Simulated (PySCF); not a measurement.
# C6H6: the cost of one run

Programs: PySCF 2.14.0, with density-fitted response routines of our own. Each step states its level of theory. These are calculated values for one molecule in the gas phase, unless marked as measured. Atoms are numbered from 0 throughout.

## (1) The molecule as given

12 atoms, charge 0, multiplicity 1; geometry from: MMFF94s. The atoms were then displaced at random by about 0.03 Å, so the start is not that level's minimum.

Bonds of the start (Å): C0–C1 1.38, C1–C2 1.37, C2–C3 1.56, C3–C4 1.33, C4–C5 1.43, C5–C0 1.33, C0–H6 1.16, C1–H7 1.02, C2–H8 1.04, C3–H9 1.04, C4–H10 1.07, C5–H11 1.09.

## (2) Geometry optimisation at PBE0-D3(BJ)/def2-SVP

Job settings and geometry (Å):

```
{"job": {"xc": "PBE0", "basis": "def2-SVP", "d3": "d3bj", "grid": 1, "shake": 0.03, "kind": "geom"}, "charge": 0, "multiplicity": 1}
C     -0.736160     1.067270     0.045750
C     -1.405820    -0.129600    -0.064340
C     -0.651990    -1.266920    -0.117040
C      0.897080    -1.137170    -0.043790
C      1.380350     0.095980     0.026210
C      0.579670     1.274420     0.083930
H     -1.389920     2.029210     0.059820
H     -2.424440    -0.190060    -0.118110
H     -1.057640    -2.225400    -0.103990
H      1.410560    -2.042510    -0.029010
H      2.444220     0.197660     0.129430
H      1.069570     2.244360     0.182150
```

On the command line:

```sh
OMP_NUM_THREADS=1 python probes_run.py task.json out
```

One launch serves the whole session: the jobs run in the order shown.

**Question.** How long does this first job take on 1 thread of Arm Neoverse V1, shared host, and how much memory does it need?

About 46 s, with a peak of 0.47 GiB.
